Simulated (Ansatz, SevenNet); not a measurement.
Elastic constant C33 (GPa) of 20 elemental metals, computed with the machine-learned potential SevenNet-l3i5 (trained on PBE and PBE+U data) and with PBE (PAW; Ansatz, a program for electronic structure). The set holds measured phases with no doubt noted on the run or the magnetic state but for the caveats below. Solids without a value at one level (not run, failed, or a magnetic order lost), or held back for tests, aren't counted.

All rows, in order of the shift (worked out from unrounded values):

```tsv
solid	SevenNet-l3i5	PBE	shift (%)
body-centred tetragonal In	39.7	38.8	-2.4
hcp Sc	104	103	-1.3
hcp Zn	57.7	65.4	+13.4
hcp Lu	75.4	91.4	+21
white tin (β-Sn)	66.5	81.1	+22
hcp Zr	130	162	+25
hcp Y	63.2	80.7	+28
hcp Os	641	821	+28
hcp Re	518	664	+28
hcp Ti	144	189	+32
hcp Ru	481	641	+33
hcp Tc	394	537	+36
α-phase Ga	58.6	80.9	+38
double-hcp La	38.1	53.3	+40
hcp Mg	48.9	68.8	+41
hcp Hf	137	197	+44
hcp Tl	27.7	41.1	+48
hcp Cd	24.1	38.0	+57
hcp Co	244	408	+67
hcp Be	209	382	+83
```

The shift from SevenNet-l3i5 to PBE has a median of +32 %, and eight in ten lie between +11.9 % and +58 %; PBE is the larger in 18 of 20. Each level is at its own cell, so the shift holds the change of volume too.

Ansatz's runs of these crystals have no spin polarisation, but for hcp Co.

Density-functional runs with spin start from parallel moments for hcp Co.

Spin–orbit coupling is left out, also for the solids with elements from indium on (body-centred tetragonal In, hcp Os, white tin (β-Sn), double-hcp La, hcp Tl, hcp Re, hcp Hf, hcp Lu); its size isn't shown.

Each level is taken at its own relaxed cell. Ansatz's density-functional and Hartree–Fock values are scalar-relativistic unless marked +SOC, with PAW data made under PBE.
